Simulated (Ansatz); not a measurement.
C2H7N, charge +3, doublet, geometry from GFN2-xTB of the parent state (a state made from the parent by changing its charge; the spin is typed, not shown lowest); Ansatz (a program for electronic structure) with SVWN5/STO-3G.

Ansatz was given this input:
Ansatz 0.2 input:
```yaml
crystal:
  periodic: [false, false, false]
  atoms:
    - {symbol: C, position_ang: [1.21345303, 0.27761551, 0.17430656]}
    - {symbol: N, position_ang: [0.03751869, -0.26276197, -0.35002414]}
    - {symbol: C, position_ang: [-1.24784022, -0.03678500, 0.14650277]}
    - {symbol: H, position_ang: [1.92869828, -0.51779860, 0.43796710]}
    - {symbol: H, position_ang: [1.01682614, 0.90235343, 1.04484140]}
    - {symbol: H, position_ang: [1.75201387, 0.86309442, -0.58857406]}
    - {symbol: H, position_ang: [0.12435315, -0.87090672, -1.16013127]}
    - {symbol: H, position_ang: [-1.73453079, -0.98553706, 0.42546873]}
    - {symbol: H, position_ang: [-1.90726403, 0.36768397, -0.63793418]}
    - {symbol: H, position_ang: [-1.23640431, 0.63546126, 1.00367526]}
basis:
  gaussian:
    orbitals: STO-3G
hamiltonian:
  xc: {name: SVWN5}
total_charge: 3
magnetization: {spin_polarized: true, initial_magnetization: 1}
```

What the program printed (banner, timings and long lists left out):

```
Functional definition: SVWN5
302 factors; integrals over basis functions are off by at most 6.2e-5 eV
mean field evaluation 1: about -3540.8106 eV, gradient 3.4e1 eV
mean field evaluation 2: about -3521.0104 eV, gradient 6.1e1 eV
mean field evaluation 4: about -3548.7002 eV, gradient 2.5e0 eV
mean field evaluation 8: about -3548.2397 eV, gradient 6.0e0 eV
mean field evaluation 16: about -3540.8106 eV, gradient 3.4e1 eV
mean field evaluation 32: about -3548.4517 eV, gradient 3.4e0 eV
mean field evaluation 64: about -3548.5153 eV, gradient 1.8e-1 eV
mean field -3548.63708225 eV, -130.4100074200 hartree, gradient 1.1e-5 eV, S^2 0.751688; 4 other end points of the search recorded, 0 dependent functions left out
reference -3548.63710358 eV, -130.4100082039 hartree; 12, 11 occupied and 10, 11 virtual orbitals, 302 factors
Total energy: -3548.63710358 eV, -130.4100082039 hartree
```
